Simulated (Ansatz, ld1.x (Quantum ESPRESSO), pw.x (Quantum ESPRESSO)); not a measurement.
# Pd (Z = 46) (sc): variants of one TM potential in the solid

Pd (Z = 46), norm-conserving Troullier–Martins (Kleinman–Bylander form), made with ld1.x (Quantum ESPRESSO) 7.5 (LDA (PW92), scalar-relativistic). Core [Kr], reference 4d10 5s0 5p0. Waves: 5s (bound, empty): rc 2.30 bohr; 5p (bound, empty): rc 2.65 bohr; 4d (bound): rc 2.20 bohr. Local part: all-electron potential smoothed inside 1.80 bohr (lloc = -2). Core correction: none.

Crystal test: sc Pd in pw.x 7.5, no spin, 13³ k-points, Fermi–Dirac smearing 0.01 Ry, cutoffs set for each file from its atomic test. The reference is all-electron LAPW (Ansatz 0.2.0) with the same functional, mesh and smearing; V0 and B0 come from Birch–Murnaghan fits to the pressures at five volumes. Errors are pseudo minus all-electron; Δ is the rms difference of the E(V) curves that follow from these fits, minima aligned, over ±6 % about the mean V0. Mesh and smearing are coarse, so the numbers serve the comparison and aren't converged zero-temperature values; the lattice is a test structure that the element need not adopt.

All-electron: a0 = 2.540 Å (V0 = 16.39 Å³/atom), B0 = 166.2 GPa.

Base: The largest radius (2.65 bohr) exceeds half the bond length (2.40 bohr), so the spheres overlap, which is one possible source of error among others. Atomic configuration tests: 1 of 9 tests not solved or not reliable. The logarithmic derivative shows an extra or strongly shifted pseudo pole above the reference energy (s near 0.75 Ry).

1 further variants are left out: they gave no file fit for a test, a broken result, the same result as the base, or pressures whose basis-set error rivals the error shown.

```csv
change,cutoffs (Ry),pw.x,a0 (Å),a0 error (%),B0 error (%),Δ (meV/atom),mean pressure error (GPa)
base,85/340,converged,2.532,-0.31,-1.2,5.7,-1.58
wave 5p (bound): rc 2.65 bohr becomes 5p (bound): rc 3.62 bohr,85/340,converged,2.535,-0.20,-0.9,3.7,-1.03
reference 4d9 5s1 5p0,85/340,converged,2.530,-0.40,+0.8,7.2,-2.01
core correction a·sin(br)/r model core inside 2.26 bohr,85/340,converged,2.545,+0.19,-2.9,3.4,+0.94
```

Task: Give the row for: local potential the s channel.

Result: pw.x: converged; mean pressure error (GPa): +7.93; a0 (Å): 2.578; a0 error (%): +1.47; B0 error (%): -5.1; Δ (meV/atom): 26.1.
